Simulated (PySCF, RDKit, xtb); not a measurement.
**Which structure has the formula CH5BN−?**

Task: start from the formula CH5BN− (charge -1), draw up candidate structures, narrow them down in stages, and characterise the one that lies lowest at 298.15 K.

The funnel: GFN2-xTB relaxations, single points with a density functional, relaxations at PBE0-D4/def2-SVPD, harmonic vibrations, and a last energy at a higher level. All values are calculated.

3 further runs of the same task are left out: 3 set aside as unsound or not needed.

### Step 1. Candidates

A program enumerates the bonding patterns with one Lewis structure each (two rings at most, one unusual centre or charged pair), with their diastereomers. O–O, O–halogen and N–halogen bonds and N–N–N chains are not drawn. That gives 17 candidates.

c023 C=[BH-]N; c077 [BH2-]1[CH-][NH2+]1; c089 [CH][BH2-]N (triplet); c090 [BH3-]C=N; c164 [BH3-][C-]=[NH2+]; c174 C[BH-]=N; c196 [BH2-]1CN1; c200 [CH2+][BH2-][NH-]; c400 [CH][BH2-]N; c424 [CH-]=[BH-][NH3+]; c463 [BH3-]N=C; c479 [BH2-]=NC; c556 [BH2-]=CN; c624 [BH3-][NH+]=[CH-]; c759 BN[CH2-]; c962 BC[NH-]; c964 [BH2-]=[C-][NH3+].

Candidates are built by distance geometry, with a force field where one applies, in up to four conformers (letters a to d). 3 starts with atoms placed at random are added, to find patterns that the rules miss.

Q: Predict the outcome of this search (final energies at CCSD(T)/def2-SVPD + MP2/def2-TZVPPD - MP2/def2-SVPD).

| quantity | value |
| --- | --- |
| lowest structure found | C[BH-]=N, singlet, Cs |
| next finalist | C=[BH-]N, singlet, 6.4 kcal/mol higher in G |
| share at equilibrium, among the finalists | 100.0 % |
| harmonic wavenumbers, lowest and highest (PBE0-D4/def2-SVPD) | 166 and 3438 cm⁻¹ |
| rotational constants, same geometry | 1.526, 0.2835, 0.2502 cm⁻¹ |
| lowest excitation (TD-CAM-B3LYP/def2-SVPD) | 4.51 eV (f = 0.048) |
| strongest of the states computed, same level | 6.80 eV (f = 0.074) |
| lowest triplet excitation, same level, Tamm-Dancoff | 4.39 eV |

The lowest structure found is `C[BH-]=N`. Among the finalists first place is clear (6.4 kcal/mol); structures outside the list aren't covered. r2SCAN-D4/def2-SVPD, PBE0-D4/def2-SVPD, HF/def2-SVPD and MP2/def2-SVPD already put its bonding pattern lowest among the structures in one piece; GFN2-xTB favours the singlet [BH2-]=NC (c479a, not a finalist); HF/STO-3G favours the singlet [BH3-]N=C (c463a, not a finalist). In an anion, excitations above the detachment energy lie in the continuum and hang on the basis, so they needn't be bound states. The search is not exhaustive (a finite list of starts, one conformer a finalist), so a lower isomer can't be ruled out. Patterns outside the rules of the enumeration were met only by chance.
